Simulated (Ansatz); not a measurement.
in.yaml

```yaml
crystal:
  periodic: [false, false, false]
  atoms:
    - {symbol: O, position_ang: [-1.241837, -0.025232, 0.000000]}
    - {symbol: H, position_ang: [-1.491147, 0.901344, 0.000000]}
    - {symbol: H, position_ang: [0.146163, -0.025232, 0.000000]}
    - {symbol: F, position_ang: [1.117163, -0.025232, 0.000000]}
basis:
  gaussian: {orbitals: cc-pVDZ}
magnetization: {spin_polarized: false, initial_magnetization: 1}
correlation: {method: sc_nevpt2, electrons: outside_noble_gas, active_space: {window: {electrons: 3, orbitals: 3}}}
```

```sh
$ ansatz run in.yaml --threads 1 --pin off --events-out ev --progress --plain --max-ram 2393MiB
```

Log:

```
344 factors; integrals over basis functions are off by at most 1.6e-3 eV
mean field evaluation 1: about -4771.5190 eV, gradient 2.8e1 eV
mean field evaluation 2: about -4771.5335 eV, gradient 2.8e1 eV
mean field evaluation 4: about -4772.9783 eV, gradient 1.8e0 eV
mean field evaluation 8: about -4772.9949 eV, gradient 1.8e-1 eV
mean field evaluation 16: about -4768.2558 eV, gradient 3.0e1 eV
mean field evaluation 32: about -4772.8010 eV, gradient 1.1e0 eV
mean field evaluation 64: about -4772.5818 eV, gradient 2.9e-1 eV
mean field -4772.99516277 eV, -175.4043369796 hartree, gradient 1.2e-6 eV, S^2 0.750000; 6 other end points of the search recorded, 0 dependent functions left out
reference -4772.99516277 eV, -175.4043369796 hartree; 10, 9 occupied and 28, 29 virtual orbitals, 344 factors
state -4773.60194663 eV, -175.4266358751 hartree
state -4773.60194663 eV, -175.4266358751 hartree; corrected -4782.86583825 eV, -175.7670776126 hartree
state -4773.28459534 eV, -175.4149734302 hartree
state -4773.28459534 eV, -175.4149734302 hartree; corrected -4782.60539648 eV, -175.7575065543 hartree
state -4773.60194663 eV, -175.4266358751 hartree; corrected -4782.86583825 eV, -175.7670776126 hartree
Total energy: -4782.86583825 eV, -175.7670776126 hartree
```

Natural occupations: 1.9787 1.0000 0.0213.

For the same geometry and basis UCCSDT(Q) lies 590.1 meV lower.

Ran on 1 thread of Arm Neoverse V1, shared host: 0.96 s wall, 0.15 GiB peak host memory.
